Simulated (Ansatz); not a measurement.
NaLa2TaO6 (P2₁/c, No. 14; cell taken from a computed entry), treated with PBE0 (PAW; Ansatz, a quantum-chemistry and plane-wave program).

Settings: plane-wave cutoff 460 eV, 6×4×4 k mesh (along the axes of the cell as run), Fermi–Dirac smearing 0.01 eV, scalar-relativistic PAW data made under PBE.

Cell (relaxed with PBEsol):

La$_{2}$NaTaO$_{6}$ is modelled in the monoclinic space group P2₁/c (No. 14), Pearson symbol mP20. Cell: a = 5.657 Å, b = 5.957 Å, c = 9.822 Å, α = γ = 90.00°, β = 124.14°. Na on 2a is coordinated by 6 O at 2.313–2.365 Å (octahedral). La on 4e is coordinated by 4 O at 2.352–2.430 Å and 3 O at 2.607–2.808 Å and 1 O at 3.056 Å. Ta on 2d sees 6 O at 1.981–2.002 Å (octahedral). O1 on 4e is surrounded by 1 Ta at 2.002 Å and 1 Na at 2.365 Å and 1 La at 2.393 Å and 1 La at 2.607 Å and 1 La at 3.056 Å. O2 on 4e sees 1 Ta at 1.991 Å and 2 La at 2.352–2.430 Å and 1 Na at 2.354 Å. O3 on 4e is coordinated by 1 Ta at 1.981 Å and 1 Na at 2.313 Å and 1 La at 2.391 Å and 2 La at 2.726–2.808 Å. (Neighbours: up to the widest gap in distance over summed covalent radii, below 1.35, at either atom; cation-cation and far metal-metal contacts left out.)

Q: Predict the band gap, smallest direct gap on the k points sampled and direct gap at Γ.

A: 
- band gap = 6.47 eV
- smallest direct gap on the k points sampled = 6.61 eV
- direct gap at Γ = 6.81 eV

Note: cell and atoms aren't relaxed at this level (pressure 1.5 GPa); this cell isn't known to be the ambient phase, and symmetry holds it in the calculation.

Spin–orbit coupling is not included.

Static lattice: no zero-point or thermal effects.

Cost on a shared machine: about 40 core-minutes (a rough figure).
